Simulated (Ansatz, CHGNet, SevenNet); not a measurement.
**How well does each level of theory give the elastic constant C12 of bcc Na?**

Reference value: 6.7 GPa (measured, temperature not stated, no zero-point or thermal correction; as tabulated in arXiv:1601.06701).

| level (code) | value (GPa) | cell (Å³/atom) |
|---|---|---|
| CHGNet-r²SCAN (CHGNet) | 6.7 | 38.65 |
| SevenNet-0 (SevenNet) | 6.4 | 37.18 |
| LDA (Ansatz) | (withheld) | 33.32 |
| PBE (Ansatz) | 7.2 | 36.98 |
| PBEsol (Ansatz) | 7.3 | 36.30 |
| r²SCAN (Ansatz) | (withheld) | 37.63 |

Question: Fill in the missing entries.

Answer: 
- LDA (Ansatz, an electronic-structure program), value (GPa): 8.5
- r²SCAN (Ansatz), value (GPa): 7.1

Differences against the reference: CHGNet-r²SCAN 0.0 %, SevenNet-0 -4.5 %, LDA +27 %, PBE +7.5 %, PBEsol +9.0 %, r²SCAN +6.0 %.

The reference's temperature isn't stated, so close values are not ranked against it. Off by more than 25 % (a bound picked here): LDA (+27 %).

The reference has no zero-point or thermal correction, while the calculations are for a static lattice, so the differences are not the levels' errors alone.  Each level is taken at its own relaxed cell. Cutoffs differ between the levels. Ansatz's density-functional and Hartree–Fock values are scalar-relativistic unless marked +SOC, with PAW data made under PBE.

Machine-learned potentials (CHGNet-r²SCAN, SevenNet-0) are trained on DFT data, which may include these solids.

Differences are worked out from the printed values.
